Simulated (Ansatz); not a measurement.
System: 2H MoTe₂. Method: r²SCAN-D4 (Ansatz, an electronic-structure program, plane waves, PAW).

Input:

Ansatz 0.2 input:
```yaml
crystal:
  lattice:
    - [1.796511676, -3.1116494992, 0.0]
    - [1.796511676, 3.1116494992, 0.0]
    - [0.0, 0.0, 14.4388178827]
  atoms:
    - { symbol: Te, position: [0.3333333333, 0.6666666667, 0.8757483788] }
    - { symbol: Te, position: [0.6666666667, 0.3333333333, 0.3757483788] }
    - { symbol: Te, position: [0.6666666667, 0.3333333333, 0.1242516212] }
    - { symbol: Te, position: [0.3333333333, 0.6666666667, 0.6242516212] }
    - { symbol: Mo, position: [0.3333333333, 0.6666666667, 0.25] }
    - { symbol: Mo, position: [0.6666666667, 0.3333333333, 0.75] }
basis:
  ecutwfc: 560
  ecutrho_ratio: 4
  xc_grid: 3
kpoints:
  mp_grid: { grid: [12, 12, 4] }
hamiltonian:
  xc: r2scan
  dispersion: d4
  pseudopotentials: { kind: paw }
scf:
  occupations: { method: fermi_dirac, width: 0.01 }
output:
  forces: true
  stress: true
  eigenvalues: true
relax:
  f_tol: 0.004
  escape_saddle: false
  max_steps: 80
  cell: { stress_tol: 0.02, fix: [volume] }
```

Output (set-up and result lines):

```
Relaxation: its limit of steps is 80 (relax.max_steps)
Crystal: 6 atoms, lattice volume = 161.429 Å³
Basis set: ecut = 560 eV, 4837 PW (Γ), exchange–correlation on 90×90×360 points (27 copies of the dense FFT grid, shifted against one another)
Bands: 56, of which v1, the nominal top of the filled ones, is band 46 counted from 1 (45 counted from 0)
Symmetry: 24 space group operations
Space group: P63/mmc (ITA 194), of the structure as read, at distance tolerance 5.4e-5 Å
k-points: 57 of 576
Functional: x = r2scan, c = r2scan; τ floored in thin density (d = 2e-4 eV/Å³)
SCF iter   1: F=—  HF=-37917.249188 eV  |F-HF|=—  |Δ(HF+E_count)|=         —  Δρ=8.46e-3  dr2=2.34e-1  dr2_τ=3.99e-2
SCF iter   2: F=—  HF=-37917.301432 eV  |F-HF|=—  |Δ(HF+E_count)|=   5.22e-2  Δρ=4.75e-3  dr2=5.47e-2  dr2_τ=1.40e-2
  ...
SCF 1 converged in 7 iterations: F = -37917.305462 eV  dr2 = 2.75e-8
Crystal: 6 atoms, lattice volume = 161.429 Å³
Basis set: ecut = 560 eV, 4821 PW (Γ), exchange–correlation on 90×90×360 points (27 copies of the dense FFT grid, shifted against one another)
Initial density: handed on by an earlier stage of this run
  ...
Basis set: ecut = 560 eV, 4809 PW (Γ), exchange–correlation on 90×90×360 points (27 copies of the dense FFT grid, shifted against one another)
SCF 3 converged in 11 iterations: F = -37917.355633 eV  dr2 = 6.39e-12
Crystal: 6 atoms, lattice volume = 161.429 Å³
Basis set: ecut = 560 eV, 4845 PW (Γ), exchange–correlation on 90×90×360 points (27 copies of the dense FFT grid, shifted against one another)
SCF 4 converged in 5 iterations: F = -37917.357071 eV  dr2 = 4.43e-7
Crystal: 6 atoms, lattice volume = 161.429 Å³
SCF 5 converged in 5 iterations: F = -37917.357282 eV  dr2 = 6.90e-8
Crystal: 6 atoms, lattice volume = 161.429 Å³
SCF iter   6: F=—  HF=-37917.357327 eV  |F-HF|=—  |Δ(HF+E_count)|=   2.87e-9  Δρ=1.08e-7  dr2=1.73e-11  dr2_τ=1.90e-12
SCF iter   7: F=-37917.357327 eV  HF=-37917.357327 eV  |F-HF|=0.00e0  |Δ(HF+E_count)|=  3.64e-11  Δρ=4.10e-8  dr2=3.07e-12  dr2_τ=3.04e-13
SCF 6 converged in 7 iterations: F = -37917.357327 eV  dr2 = 3.07e-12
SCF converged after 7 iterations
Free energy (F): -37917.357327 eV
Internal energy: -37917.357327 eV  (E = F + TS)
E sigma→0 (E₀):  -37917.357327 eV
Fermi energy:    11.536952 eV
--- Forces (eV/Å), atoms counted from 1 ---
  atom   1  Te    -0.00000000     0.00000000     0.00021381
  atom   2  Te    -0.00000000    -0.00000000     0.00021381
  atom   3  Te     0.00000000    -0.00000000    -0.00021381
  atom   4  Te     0.00000000     0.00000000    -0.00021381
  atom   5  Mo     0.00000000     0.00000000     0.00000000
  atom   6  Mo    -0.00000000    -0.00000000     0.00000000
--- Stress (GPa, compression-positive) ---
       -0.898263      -0.000000       0.000000
       -0.000000      -0.898263       0.000000
        0.000000       0.000000      -0.895578
  P = ⅓ Tr σ = -0.8974 GPa (-8.974 kbar)
```

The cell is one volume of an energy–volume scan, off the minimum.

The PAW data were made under PBE.
